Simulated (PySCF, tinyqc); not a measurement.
Worked calculation: FCI on RHF in the sto-3g basis, for HF, spin multiplicity 1. The lowest restricted solution is unstable here: a spin-polarised one lies 0.1422 hartree lower (PySCF). Computed by tinyqc, a small Python program that keeps every step (integrals from PySCF). Settings: charge = 0, multiplicity = 1, basis = sto-3g, method = RHF, energy threshold = 1e-10, iteration cap = 62, orthogonalisation = symmetric, start = Wolfsberg-Helmholz matrix, DIIS depth = 6, ci = FCI. Command: `OMP_NUM_THREADS=1 python tinyqc.py 23946 23947 out.jsonl` (the two numbers bound the seeds that draw the settings). One thread of a shared host (Intel(R) Xeon(R) Processor @ 2.60GHz), about 0.1 s of CPU time with the checks. The early iterations of the SCF are left out here.

## One-electron integrals

Geometry (angstrom):
```
atom         x         y         z
F     0.000000  0.000000  0.000000
H     0.000000  0.000000  1.781000
```

Basis sto-3g: exponents (1/bohr^2) and contraction coefficients of normalised primitives:
```
element  l (shell)    exponent  coefficient
F            s (1)  166.679130     0.154329
F            s (1)   30.360812     0.535328
F            s (1)    8.216821     0.444635
F            s (2)    6.464803    -0.099967
F            s (2)    1.502281     0.399513
F            s (2)    0.488588     0.700115
F            p (3)    6.464803     0.155916
F            p (3)    1.502281     0.607684
F            p (3)    0.488588     0.391957
H            s (1)    3.425251     0.154329
H            s (1)    0.623914     0.535328
H            s (1)    0.168855     0.444635
```

Overlap, kinetic and nuclear-attraction integrals over the contracted functions; the nuclear repulsion is the sum of Za Zb / Rab.

nuclear repulsion = 2.67411280 hartree

overlap S:
```
           1F 1s     1F 2s    1F 2px    1F 2py    1F 2pz     2H 1s
1F 1s   1.000000  0.237990  0.000000  0.000000  0.000000  0.006878
1F 2s   0.237990  1.000000  0.000000  0.000000  0.000000  0.093362
1F 2px  0.000000  0.000000  1.000000  0.000000  0.000000  0.000000
1F 2py  0.000000  0.000000  0.000000  1.000000  0.000000  0.000000
1F 2pz  0.000000  0.000000  0.000000  0.000000  1.000000  0.091590
2H 1s   0.006878  0.093362  0.000000  0.000000  0.091590  1.000000
```

kinetic energy T (hartree):
```
            1F 1s      1F 2s    1F 2px    1F 2py     1F 2pz      2H 1s
1F 1s   36.984577  -0.212858  0.000000  0.000000   0.000000  -0.001876
1F 2s   -0.212858   1.037995  0.000000  0.000000   0.000000  -0.019251
1F 2px   0.000000   0.000000  3.248015  0.000000   0.000000   0.000000
1F 2py   0.000000   0.000000  0.000000  3.248015   0.000000   0.000000
1F 2pz   0.000000   0.000000  0.000000  0.000000   3.248015  -0.005012
2H 1s   -0.001876  -0.019251  0.000000  0.000000  -0.005012   0.760032
```

nuclear attraction V (hartree):
```
             1F 1s       1F 2s      1F 2px      1F 2py      1F 2pz      2H 1s
1F 1s   -77.306703   -9.247521    0.000000    0.000000   -0.003992  -0.273921
1F 2s    -9.247521  -11.838319    0.000000    0.000000   -0.049944  -0.717564
1F 2px    0.000000    0.000000  -11.739861    0.000000    0.000000   0.000000
1F 2py    0.000000    0.000000    0.000000  -11.739861    0.000000   0.000000
1F 2pz   -0.003992   -0.049944    0.000000    0.000000  -11.758060  -0.574090
2H 1s    -0.273921   -0.717564    0.000000    0.000000   -0.574090  -3.897705
```

core Hamiltonian H = T + V (hartree):
```
             1F 1s       1F 2s     1F 2px     1F 2py     1F 2pz      2H 1s
1F 1s   -40.322127   -9.460379   0.000000   0.000000  -0.003992  -0.275796
1F 2s    -9.460379  -10.800324   0.000000   0.000000  -0.049944  -0.736815
1F 2px    0.000000    0.000000  -8.491846   0.000000   0.000000   0.000000
1F 2py    0.000000    0.000000   0.000000  -8.491846   0.000000   0.000000
1F 2pz   -0.003992   -0.049944   0.000000   0.000000  -8.510045  -0.579101
2H 1s    -0.275796   -0.736815   0.000000   0.000000  -0.579101  -3.137673
```

## Two-electron integrals

Functions are numbered as in S; the eight-fold symmetry (ij|kl) = (ji|kl) = (kl|ij) leaves the list below.

Two-electron integrals (ij|kl) in chemists' order, unique and non-zero (hartree):
```
(11|11) 5.403501   (21|11) 0.841920   (21|21) 0.156299   (22|11) 1.268028
(22|21) 0.292344   (22|22) 0.926167   (31|31) 0.027998   (32|31) 0.043169
(32|32) 0.204588   (33|11) 1.264502   (33|21) 0.292403   (33|22) 0.925959
(33|33) 0.997514   (41|41) 0.027998   (42|41) 0.043169   (42|42) 0.204588
(43|43) 0.053770   (44|11) 1.264502   (44|21) 0.292403   (44|22) 0.925959
(44|33) 0.889973   (44|44) 0.997514   (51|51) 0.027998   (52|51) 0.043169
(52|52) 0.204588   (53|53) 0.053770   (54|54) 0.053770   (55|11) 1.264502
(55|21) 0.292403   (55|22) 0.925959   (55|33) 0.889973   (55|44) 0.889973
(55|55) 0.997514   (61|11) 0.024637   (61|21) 0.004538   (61|22) 0.008443
(61|33) 0.008434   (61|44) 0.008434   (61|51) 0.000173   (61|52) 0.000327
(61|55) 0.008462   (61|61) 0.000133   (62|11) 0.074707   (62|21) 0.017508
(62|22) 0.063611   (62|33) 0.062740   (62|44) 0.062740   (62|51) 0.001161
(62|52) 0.009889   (62|55) 0.065289   (62|61) 0.000515   (62|62) 0.005894
(63|31) 0.001682   (63|32) 0.010609   (63|53) 0.002029   (63|63) 0.000828
(64|41) 0.001682   (64|42) 0.010609   (64|54) 0.002029   (64|64) 0.000828
(65|11) 0.057859   (65|21) 0.013717   (65|22) 0.053468   (65|33) 0.051487
(65|44) 0.051487   (65|51) 0.002371   (65|52) 0.017557   (65|55) 0.057372
(65|61) 0.000416   (65|62) 0.006093   (65|65) 0.007052   (66|11) 0.296774
(66|21) 0.070621   (66|22) 0.296190   (66|33) 0.290540   (66|44) 0.290540
(66|51) 0.003944   (66|52) 0.048766   (66|55) 0.307435   (66|61) 0.002075
(66|62) 0.038641   (66|65) 0.047371   (66|66) 0.774606
```

## Orthogonalisation

S = U s U^T; symmetric (Loewdin) form X = U s^(-1/2) U^T, so that X^T S X = 1.

eigenvalues of S: 0.744418  0.912951  1.000000  1.000000  1.081912  1.260718

X:
```
            1F 1s      1F 2s    1F 2px    1F 2py     1F 2pz      2H 1s
1F 1s    1.022224  -0.123852  0.000000  0.000000  -0.000425   0.005199
1F 2s   -0.123852   1.025660  0.000000  0.000000   0.003339  -0.048297
1F 2px   0.000000   0.000000  1.000000  0.000000   0.000000   0.000000
1F 2py   0.000000   0.000000  0.000000  1.000000   0.000000   0.000000
1F 2pz  -0.000425   0.003339  0.000000  0.000000   1.003186  -0.046297
2H 1s    0.005199  -0.048297  0.000000  0.000000  -0.046297   1.006558
```

## Iteration 8 (converged): orbitals

converged F (hartree):
```
             1F 1s      1F 2s     1F 2px     1F 2py     1F 2pz      2H 1s
1F 1s   -25.921609  -6.625734   0.000000   0.000000  -0.006726  -0.196535
1F 2s    -6.625734  -3.006759   0.000000   0.000000   0.003116  -0.232966
1F 2px    0.000000   0.000000  -0.465450   0.000000   0.000000   0.000000
1F 2py    0.000000   0.000000   0.000000  -0.465450   0.000000   0.000000
1F 2pz   -0.006726   0.003116   0.000000   0.000000  -0.137882  -0.246873
2H 1s    -0.196535  -0.232966   0.000000   0.000000  -0.246873  -0.136323
```

Diagonalise F' = X^T F X, C = X C', fill 5 alpha and 5 beta electrons from the bottom; D = 2 C_occ C_occ^T. Each column has its largest component positive (the first on a tie).

F' = X^T F X (hartree):
```
            1          2          3          4          5          6
1  -25.456791  -3.377467   0.000000   0.000000  -0.010973   0.002293
2   -3.377467  -1.856809   0.000000   0.000000   0.019212  -0.120754
3    0.000000   0.000000  -0.465450   0.000000   0.000000   0.000000
4    0.000000   0.000000   0.000000  -0.465450   0.000000   0.000000
5   -0.010973   0.019212   0.000000   0.000000  -0.116051  -0.238125
6    0.002293  -0.120754   0.000000   0.000000  -0.238125  -0.099179
```

orbital energies (hartree): MO1 -25.930648, MO2 -1.394068, MO3 -0.465450, MO4 -0.465450, MO5 -0.341467, MO6 0.137352

coefficients C:
```
              MO1        MO2        MO3       MO4        MO5        MO6
1F 1s    0.995104  -0.263116   0.000000  0.000000   0.019641   0.021448
1F 2s    0.019826   1.024037   0.000000  0.000000  -0.096982  -0.105877
1F 2px   0.000000   0.000000  -0.525885  0.850556   0.000000   0.000000
1F 2py   0.000000   0.000000   0.850556  0.525885   0.000000   0.000000
1F 2pz   0.000340   0.000285   0.000000  0.000000   0.697947  -0.722085
2H 1s   -0.001008   0.044628   0.000000  0.000000   0.657041   0.764176
```

D after iteration 8:
```
            1F 1s      1F 2s    1F 2px    1F 2py     1F 2pz      2H 1s
1F 1s    2.119698  -0.503234  0.000000  0.000000   0.027943   0.000318
1F 2s   -0.503234   2.116902  0.000000  0.000000  -0.134779  -0.036081
1F 2px   0.000000   0.000000  2.000000  0.000000   0.000000   0.000000
1F 2py   0.000000   0.000000  0.000000  2.000000   0.000000   0.000000
1F 2pz   0.027943  -0.134779  0.000000  0.000000   0.974260   0.917185
2H 1s    0.000318  -0.036081  0.000000  0.000000   0.917185   0.867392
```

Within a degenerate level the vectors are fixed only up to a rotation; this is one choice.

## Convergence

Stop when the energy changes by less than 1e-10 hartree and every element of the error matrix X^T (F D S - S D F) X is below 3e-06.

Course of the cycle:
```
iteration   E (hartree)     change  largest element of the error matrix
1          -97.93139668          -                             2.44e-01
2          -98.07177769  -1.40e-01                             4.47e-01
3          -98.29446776  -2.23e-01                             1.79e-01
4          -98.31456323  -2.01e-02                             6.27e-02
5          -98.31702334  -2.46e-03                             1.50e-02
6          -98.31717194  -1.49e-04                             6.02e-05
7          -98.31717195  -4.14e-09                             7.44e-06
8          -98.31717195  -3.86e-11                             6.36e-08
```

PySCF RHF in the same basis = -98.31717195 hartree

Converged in 8 iterations.

## Integrals over molecular orbitals

(pq|rs) = sum C_ip C_jq C_kr C_ls (ij|kl), one index at a time.

one-electron integrals over orbitals h = C^T H C (hartree):
```
            1          2          3          4          5          6
1  -40.305249   0.735095   0.000000   0.000000  -0.051114  -0.058666
2    0.735095  -9.086429   0.000000   0.000000   0.257374   0.358748
3    0.000000   0.000000  -8.491846   0.000000   0.000000   0.000000
4    0.000000   0.000000   0.000000  -8.491846   0.000000   0.000000
5   -0.051114   0.257374   0.000000   0.000000  -6.018831   2.688832
6   -0.058666   0.358748   0.000000   0.000000   2.688832  -5.624369
```

Two-electron integrals over orbitals (pq|rs), unique and non-zero (hartree):
```
(11|11) 5.365391    (21|11) -0.531410   (21|21) 0.082898    (22|11) 1.256152
(22|21) -0.024176   (22|22) 0.892923    (31|31) 0.029504    (32|31) 0.040661
(32|32) 0.194148    (33|11) 1.264034    (33|21) -0.015487   (33|22) 0.907097
(33|33) 0.997514    (41|41) 0.029504    (42|41) 0.040661    (42|42) 0.194148
(43|43) 0.053770    (44|11) 1.264034    (44|21) -0.015487   (44|22) 0.907097
(44|33) 0.889973    (44|44) 0.997514    (51|11) 0.039202    (51|21) -0.006128
(51|22) 0.001954    (51|33) 0.001160    (51|44) 0.001160    (51|51) 0.015011
(52|11) -0.058888   (52|21) 0.001859    (52|22) -0.031652   (52|33) -0.034351
(52|44) -0.034351   (52|51) 0.020599    (52|52) 0.109269    (53|31) -0.002745
(53|32) -0.011592   (53|53) 0.028874    (54|41) -0.002745   (54|42) -0.011592
(54|54) 0.028874    (55|11) 0.798843    (55|21) -0.007818   (55|22) 0.619606
(55|33) 0.606486    (55|44) 0.606486    (55|51) -0.000268   (55|52) 0.000144
(55|55) 0.596548    (61|11) 0.043452    (61|21) -0.006809   (61|22) 0.001962
(61|33) 0.001341    (61|44) 0.001341    (61|51) -0.014352   (61|52) -0.021153
(61|55) 0.001435    (61|61) 0.015720    (62|11) -0.064796   (62|21) 0.001913
(62|22) -0.036553   (62|33) -0.037772   (62|44) -0.037772   (62|51) -0.020031
(62|52) -0.093854   (62|55) -0.014839   (62|61) 0.019967    (62|62) 0.092106
(63|31) -0.002933   (63|32) -0.012322   (63|53) -0.026106   (63|63) 0.026729
(64|41) -0.002933   (64|42) -0.012322   (64|54) -0.026106   (64|64) 0.026729
(65|11) -0.482852   (65|21) 0.007646    (65|22) -0.304601   (65|33) -0.299559
(65|44) -0.299559   (65|51) 0.000896    (65|52) 0.043289    (65|55) -0.076110
(65|61) -0.002396   (65|62) 0.012852    (65|65) 0.289962    (66|11) 0.770127
(66|21) -0.008078   (66|22) 0.588052    (66|33) 0.576639    (66|44) 0.576639
(66|51) 0.004709    (66|52) 0.022329    (66|55) 0.595026    (66|61) -0.003671
(66|62) -0.030645   (66|65) -0.035418   (66|66) 0.607493
```

## FCI: determinants and Hamiltonian

Hartree-Fock energy = -98.31717195 hartree

Slater-Condon rules over spin orbitals, with the nuclear repulsion added and E(HF) subtracted on the diagonal. Only determinants linked to the reference directly or through others are kept (one block of an abelian symmetry group), so some states are absent.

Occupation strings over the orbitals (2 doubly, a alpha, b beta, 0 empty; spin orbitals ordered 1a 1b 2a 2b ...): 222220 2222ab 2a222b a2222b 2222ba 2b222a b2222a 222202 2a22b2 a222b2 222022 220222 2b22a2 202222 ab2222 b222a2 ba2222 022222

H - E(HF) between determinants (hartree):
```
           222220     2222ab     2a222b     a2222b     2222ba     2b222a     b2222a     222202
222220   0.000000   0.000000   0.000000   0.000000   0.000000   0.000000   0.000000   0.289962
2222ab   0.000000   0.173754  -0.009477  -0.007105  -0.289962  -0.012852   0.002396   0.040691
2a222b   0.000000  -0.009477   1.035474   0.028045  -0.012852  -0.092106  -0.019967  -0.043289
a2222b   0.000000  -0.007105   0.028045  25.313593   0.002396  -0.019967  -0.015720  -0.000896
2222ba   0.000000  -0.289962  -0.012852   0.002396   0.173754  -0.009477  -0.007105  -0.040691
2b222a   0.000000  -0.012852  -0.092106  -0.019967  -0.009477   1.035474   0.028045   0.043289
b2222a   0.000000   0.002396  -0.019967  -0.015720  -0.007105   0.028045  25.313593   0.000896
222202   0.289962   0.040691  -0.043289  -0.000896  -0.040691   0.043289   0.000896   0.361497
2a22b2  -0.012852   0.043289  -0.269183   0.007646  -0.015806   0.093854   0.020031   0.031661
a222b2   0.002396   0.000896   0.007646  -0.447434  -0.005105   0.021153   0.014352   0.012081
222022   0.026729   0.026106   0.012322   0.002933  -0.026106  -0.012322  -0.002933   0.028874
220222   0.026729   0.026106   0.012322   0.002933  -0.026106  -0.012322  -0.002933   0.028874
2b22a2   0.012852  -0.015806   0.093854   0.020031   0.043289  -0.269183   0.007646  -0.031661
202222   0.092106   0.093854   0.005908  -0.001913  -0.093854  -0.005908   0.001913   0.109269
ab2222  -0.019967  -0.020031   0.001913  -0.034151   0.021153  -0.005633   0.006809  -0.020599
b222a2  -0.002396  -0.005105   0.021153   0.014352   0.000896   0.007646  -0.447434  -0.012081
ba2222   0.019967   0.021153  -0.005633   0.006809  -0.020031   0.001913  -0.034151   0.020599
022222   0.015720   0.014352   0.006809  -0.047123  -0.014352  -0.006809   0.047123   0.015011

           2a22b2     a222b2     222022     220222     2b22a2     202222     ab2222     b222a2
222220  -0.012852   0.002396   0.026729   0.026729   0.012852   0.092106  -0.019967  -0.002396
2222ab   0.043289   0.000896   0.026106   0.026106  -0.015806   0.093854  -0.020031  -0.005105
2a222b  -0.269183   0.007646   0.012322   0.012322   0.093854   0.005908   0.001913   0.021153
a2222b   0.007646  -0.447434   0.002933   0.002933   0.020031  -0.001913  -0.034151   0.014352
2222ba  -0.015806  -0.005105  -0.026106  -0.026106   0.043289  -0.093854   0.021153   0.000896
2b222a   0.093854   0.021153  -0.012322  -0.012322  -0.269183  -0.005908  -0.005633   0.007646
b2222a   0.020031   0.014352  -0.002933  -0.002933   0.007646   0.001913   0.006809  -0.447434
222202   0.031661   0.012081   0.028874   0.028874  -0.031661   0.109269  -0.020599  -0.012081
2a22b2   1.253249   0.028305   0.011592   0.011592  -0.109269   0.063458   0.001859  -0.020599
a222b2   0.028305  25.528530   0.002745   0.002745  -0.020599  -0.001859  -0.090693  -0.015011
222022   0.011592   0.002745   0.557509   0.053770  -0.011592   0.194148  -0.040661  -0.002745
220222   0.011592   0.002745   0.053770   0.557509  -0.011592   0.194148  -0.040661  -0.002745
2b22a2  -0.109269  -0.020599  -0.011592  -0.011592   1.253249  -0.063458   0.009860   0.028305
202222   0.063458  -0.001859   0.194148   0.194148  -0.063458   2.395261  -0.011947   0.001859
ab2222   0.001859  -0.090693  -0.040661  -0.040661   0.009860  -0.011947  26.854534   0.006128
b222a2  -0.020599  -0.015011  -0.002745  -0.002745   0.028305   0.001859   0.006128  25.528530
ba2222   0.009860   0.006128   0.040661   0.040661   0.001859   0.011947  -0.082898  -0.090693
022222   0.006128  -0.027388   0.029504   0.029504  -0.006128   0.082898   0.495287   0.027388

           ba2222     022222
222220   0.019967   0.015720
2222ab   0.021153   0.014352
2a222b  -0.005633   0.006809
a2222b   0.006809  -0.047123
2222ba  -0.020031  -0.014352
2b222a   0.001913  -0.006809
b2222a  -0.034151   0.047123
222202   0.020599   0.015011
2a22b2   0.009860   0.006128
a222b2   0.006128  -0.027388
222022   0.040661   0.029504
220222   0.040661   0.029504
2b22a2   0.001859  -0.006128
202222   0.011947   0.082898
ab2222  -0.082898   0.495287
b222a2  -0.090693   0.027388
ba2222  26.854534  -0.495287
022222  -0.495287  55.059817
```

## FCI: roots

Diagonalise (each vector has its largest component positive (the first on a tie)); all determinants have Ms = 0, so triplets appear too. The lowest singlet root is the correlation energy.

lowest roots of this matrix, relative to E(HF) (hartree): -0.164041  -0.117139  0.429178  0.499551  0.503739  0.596569  0.841659  0.867499

lowest vectors:
```
           root 1     root 2     root 3     root 4
222220   0.871995   0.000000  -0.245740   0.357764
2222ab   0.033011   0.706862   0.631976   0.228201
2a222b  -0.012204   0.012621  -0.047195   0.061461
a2222b   0.000029   0.000144   0.000312   0.000077
2222ba  -0.033011   0.706862  -0.631976  -0.228201
2b222a   0.012204   0.012621   0.047195  -0.061461
b2222a  -0.000029   0.000144  -0.000312  -0.000077
222202  -0.486175   0.000000  -0.352075   0.687128
2a22b2   0.013911  -0.013653  -0.047339   0.000730
a222b2   0.000110   0.000108   0.000128  -0.000304
222022  -0.011173   0.000000  -0.062231  -0.379571
220222  -0.011173   0.000000  -0.062231  -0.379571
2b22a2  -0.013911  -0.013653   0.047339  -0.000730
202222  -0.011978   0.000000  -0.013620  -0.002269
ab2222   0.000294  -0.000021   0.000327  -0.000026
b222a2  -0.000110   0.000108  -0.000128   0.000304
ba2222  -0.000294  -0.000021  -0.000327   0.000026
022222  -0.000109   0.000000  -0.000060  -0.000013
```

<S^2> of these roots: 0.000000  2.000000  0.000000  0.000000  0.000000  0.000000  2.000000  0.000000

weight of the ground state by excitation level 0, 1, 2, ...: 0.760376  0.002477  0.237147

The reference has a weight of only 0.76: one determinant is a poor start here. A root of higher spin lies below E(HF).
